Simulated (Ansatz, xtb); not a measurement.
# Relative energy of two structures of BFH2Si

Structure X is `B[Si]F`, a singlet and structure Y is a singlet given by its coordinates. Both are isolated molecules in the gas phase, relaxed with B3LYP/6-31G*; the shapes shown needn't be the lowest conformers.

X (Å):

```xyz
5

B     0.8520   -0.2568   -0.8088
F    -0.4551   -1.4919    1.4215
Si    0.6671   -0.3145    1.2361
H     0.2364    0.5272   -1.4785
H     1.7127   -0.8652   -1.3843
```

Y (Å):

```
atom    x (Å)    y (Å)    z (Å)
   B  -2.1713   1.0236  -0.2920
   F  -2.9725   1.9702  -0.5825
  Si  -1.0097  -0.1777   0.6830
   H  -1.6733  -1.4300   0.1614
   H   0.1486  -0.0214  -0.2733
```

Close contacts (Å): B1–F2 1.27, B1–Si3 1.93, Si3–H4 1.51, Si3–H5 1.51.

Estimate which is lower in electronic energy at CCSD(T)/def2-TZVPP, and by roughly how much.

Too close to call at this level: CCSD(T)/def2-TZVPP gives E(Y) − E(X) = −2.03 kJ/mol.

The same difference at several levels:

```json
{"level": "GFN2-xTB", "geometry": "GFN2-xTB", "E(Y) − E(X) (kJ/mol)": "+112.72", "departure from the last row (kJ/mol)": "+114.75", "job, with rough time for the two": "optimisation, 0.33 s"}
{"level": "HF/STO-3G", "geometry": "GFN2-xTB", "E(Y) − E(X) (kJ/mol)": "−1.49", "departure from the last row (kJ/mol)": "+0.54", "job, with rough time for the two": "single point, 0.46 s"}
{"level": "r2SCAN-D4/def2-SVP", "geometry": "GFN2-xTB", "E(Y) − E(X) (kJ/mol)": "−20.12", "departure from the last row (kJ/mol)": "−18.09", "job, with rough time for the two": "single point, 3.4 s"}
{"level": "B3LYP/6-31G*", "geometry": "B3LYP/6-31G*", "E(Y) − E(X) (kJ/mol)": "−8.05", "departure from the last row (kJ/mol)": "−6.01", "job, with rough time for the two": "optimisation, 39 s"}
{"level": "HF/def2-TZVPP", "geometry": "B3LYP/6-31G*", "E(Y) − E(X) (kJ/mol)": "+38.48", "departure from the last row (kJ/mol)": "+40.52", "job, with rough time for the two": "part of the CCSD(T) run"}
{"level": "MP2/def2-TZVPP", "geometry": "B3LYP/6-31G*", "E(Y) − E(X) (kJ/mol)": "−0.47", "departure from the last row (kJ/mol)": "+1.57", "job, with rough time for the two": "part of the CCSD(T) run"}
{"level": "CCSD(T)/def2-TZVPP", "geometry": "B3LYP/6-31G*", "E(Y) − E(X) (kJ/mol)": "−2.03", "departure from the last row (kJ/mol)": "", "job, with rough time for the two": "single point, 34 s"}
```

The largest departure from CCSD(T)/def2-TZVPP is that of GFN2-xTB, 114.75 kJ/mol.

With harmonic frequencies from B3LYP/6-31G* (ideal gas, rigid rotor, one conformer each, 298.15 K, 1 atm): on the last row, ΔE + ΔZPE = −5.73, ΔH = −6.10, ΔG = −4.25 kJ/mol.

The T1 diagnostic of structure Y is large, so the coupled-cluster value is less sure. The correlated steps freeze 7 core orbitals. Run with Ansatz 0.2.0, xtb 6.7.1; the last row on 1 thread of Intel(R) Xeon(R) Platinum 8259CL CPU @ 2.50GHz (Skylake/Cascade Lake) on a shared host.
